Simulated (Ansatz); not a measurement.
Geometry optimisation, RKS PBE0-D4/def2-SVP (Ansatz 0.2.0).

Input:

```yaml
crystal:
  periodic: [false, false, false]
  atoms:
    - { symbol: B, position_ang: [0.0, 0.0, 0.0] }
    - { symbol: H, position_ang: [0.0, 0.0, 1.54] }
    - { symbol: Cl, position_ang: [1.6108, 0.0, -0.93] }
    - { symbol: H, position_ang: [-1.0305, 0.0, -0.595] }
    - { symbol: S, position_ang: [0.4671, 2.0251, 0.6906] }
    - { symbol: H, position_ang: [1.5159, 1.9729, 1.6165] }
    - { symbol: H, position_ang: [0.1967, 0.8527, 1.6662] }
basis:
  gaussian: { orbitals: def2-SVP }
hamiltonian:
  xc: pbe0
  dispersion: d4
relax:
  f_tol: 0.15
  max_steps: 25
  restrain:
    - { distance: [0, 4], at: 3.09, k: 30.0 }
    - { distance: [6, 1], at: 1.86, k: 30.0 }
    - { distance: [0, 1], at: 1.19, k: 30.0 }
    - { distance: [6, 4], at: 1.4, k: 30.0 }
output:
  orbitals: {}
```

Command:

```bash
$ ansatz run input.yaml --threads 1 --pin off --max-ram 2048MiB --backend cpu --events-out ev --progress --plain --runs-dir out
```

Problem. Where does it end, and by what steps?

Solution. The run converged. The restraints hold the end off the free minimum; the threshold counts their pulls, which the force column leaves out. Restrained pairs: B1–S5 (2.19 → 3.09 Å), H2–H7 (0.88 → 1.87 Å), B1–H2 (1.54 → 1.20 Å), S5–H7 (1.55 → 1.38 Å). After 8 steps the energy has fallen by 3.003 eV (the restraints' own energy left out); S5 moved furthest, 0.81 Å.

```
step  energy less start (eV)  largest force component (eV/Å)  accepted
   0                  0.0000                           4.130       yes
   1                 -1.0345                           2.564       yes
   2                 -1.7368                           1.928       yes
   3                 -2.3549                           2.387       yes
   4                 -2.6633                           2.079       yes
   5                 -2.9439                           0.814       yes
   6                 -2.9918                           0.860       yes
   7                 -2.9941                           0.771       yes
   8                 -3.0029                           0.778       yes
```

```xyz
7
Properties=species:S:1:pos:R:3
B 0.007 -0.242 -0.056
H -0.071 -0.493 1.113
Cl 1.533 -0.532 -0.849
H -0.938 0.100 -0.718
S 0.350 2.481 1.353
H 1.690 2.332 1.296
H 0.188 1.204 1.849
```

The run took 18 s on 1 thread of Intel(R) Xeon(R) Platinum 8488C (Sapphire Rapids) (shared host), peak memory 0.16 GiB.
